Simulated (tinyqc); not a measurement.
Worked calculation: CCD on RHF in the sto-3g basis, frozen core, for H2O, spin multiplicity 1. One step of it, computed by the program tinyqc.

Question. Iteration 8 (converged): orbitals. Diagonalise F' = X^T F X, C = X C', fill 5 alpha and 5 beta electrons from the bottom; D = 2 C_occ C_occ^T. Each column has its largest component positive (the first on a tie).

converged F (hartree):
```
,1O 1s,1O 2s,1O 2px,1O 2py,1O 2pz,2H 1s,3H 1s
1O 1s,-20.218473,-5.158968,0.000000,0.000000,-0.026872,-1.015656,-1.015656
1O 2s,-5.158968,-2.411737,0.000000,0.000000,-0.085145,-0.905828,-0.905828
1O 2px,0.000000,0.000000,-0.375201,0.000000,0.000000,0.000000,0.000000
1O 2py,0.000000,0.000000,0.000000,-0.277104,0.000000,-0.402332,0.402332
1O 2pz,-0.026872,-0.085145,0.000000,0.000000,-0.300061,-0.298507,-0.298507
2H 1s,-1.015656,-0.905828,0.000000,-0.402332,-0.298507,-0.482842,-0.269515
3H 1s,-1.015656,-0.905828,0.000000,0.402332,-0.298507,-0.269515,-0.482842
```

X:
```
,1,2,3,4,5,6,7
1O 1s,-0.330884,0.000000,0.748705,0.000000,-0.606531,0.000000,0.176631
1O 2s,1.125176,0.000000,-0.254164,0.000000,-0.261133,0.000000,0.455128
1O 2px,0.000000,0.000000,0.000000,1.000000,0.000000,0.000000,0.000000
1O 2py,0.000000,0.940634,0.000000,0.000000,0.000000,0.659780,0.000000
1O 2pz,0.438159,0.000000,0.653141,0.000000,0.670117,0.000000,0.177265
2H 1s,-0.704899,-0.807427,-0.175582,0.000000,0.142211,0.384315,0.376880
3H 1s,-0.704899,0.807427,-0.175582,0.000000,0.142211,-0.384315,0.376880
```

Give: F' = X^T F X; orbital energies; coefficients C; D after iteration 8.

Answer.

F' = X^T F X (hartree):
```
,1,2,3,4,5,6,7
1,-0.0120,0.0000,1.8986,0.0000,-1.4041,0.0000,0.3354
2,0.0000,0.6989,0.0000,0.0000,0.0000,0.0982,0.0000
3,1.8986,0.0000,-9.1891,0.0000,8.7318,0.0000,-4.2047
4,0.0000,0.0000,0.0000,-0.3752,0.0000,0.0000,0.0000
5,-1.4041,0.0000,8.7318,0.0000,-8.9790,0.0000,4.2847
6,0.0000,0.0982,0.0000,0.0000,0.0000,-0.5917,0.0000
7,0.3354,0.0000,-4.2047,0.0000,4.2847,0.0000,-3.1701
```

orbital energies (hartree): MO1 -20.2271, MO2 -1.2205, MO3 -0.5991, MO4 -0.4109, MO5 -0.3752, MO6 0.5084, MO7 0.7064

coefficients C:
```
,MO1,MO2,MO3,MO4,MO5,MO6,MO7
1O 1s,0.9943,-0.2362,0.0000,0.0913,0.0000,-0.1282,0.0000
1O 2s,0.0254,0.8595,0.0000,-0.4751,0.0000,0.8006,0.0000
1O 2px,0.0000,0.0000,0.0000,0.0000,1.0000,0.0000,0.0000
1O 2py,0.0000,0.0000,0.5869,0.0000,0.0000,0.0000,0.9877
1O 2pz,0.0033,0.0954,0.0000,0.8044,0.0000,0.6655,0.0000
2H 1s,-0.0053,0.1559,0.4441,0.2881,0.0000,-0.7633,-0.7761
3H 1s,-0.0053,0.1559,-0.4441,0.2881,0.0000,-0.7633,0.7761
```

D after iteration 8:
```
,1O 1s,1O 2s,1O 2px,1O 2py,1O 2pz,2H 1s,3H 1s
1O 1s,2.1053,-0.4423,0.0000,0.0000,0.1085,-0.0316,-0.0316
1O 2s,-0.4423,1.9301,0.0000,0.0000,-0.6002,-0.0061,-0.0061
1O 2px,0.0000,0.0000,2.0000,0.0000,0.0000,0.0000,0.0000
1O 2py,0.0000,0.0000,0.0000,0.6890,0.0000,0.5214,-0.5214
1O 2pz,0.1085,-0.6002,0.0000,0.0000,1.3123,0.4932,0.4932
2H 1s,-0.0316,-0.0061,0.0000,0.5214,0.4932,0.6091,-0.1799
3H 1s,-0.0316,-0.0061,0.0000,-0.5214,0.4932,-0.1799,0.6091
```
